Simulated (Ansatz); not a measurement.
**Multireference treatment of C3H4, singlet**

Calculated in Ansatz's Gaussian-basis code. Basis cc-pVDZ, nonrelativistic, no frozen core. State-specific CASSCF; RHF is the lowest restricted (open-shell) Hartree–Fock solution met. No symmetry is imposed, so a solution can break that of the shape. No proof that the lowest CASSCF solution was found.

Geometry:

```xyz
7

C     0.0000    0.0000    0.2149
C     0.0000    0.0000    1.4331
C     0.0000    0.0000   -1.2465
H     0.0000    0.0000    2.4989
H     0.0000    1.0211   -1.6362
H     0.8843   -0.5106   -1.6362
H    -0.8843   -0.5106   -1.6362
```

**Question.** What do CASSCF and its corrections give against RHF in CAS(2,2), and what are the occupations?

**Answer.** CASSCF -0.635 eV, SC-NEVPT2 -11.057 eV; occupations 1.94, 0.06.

**Question.** Roughly how much CPU time does a whole run from the default start take (median of such runs, summed over threads; nearly all runs on one pinned thread of a shared server, mostly Xeon at 2.3 to 2.6 GHz, by a development driver)?

**Answer.** CAS(2,2): about 2.5 s. Other jobs ran beside these, and the count of passes differs.
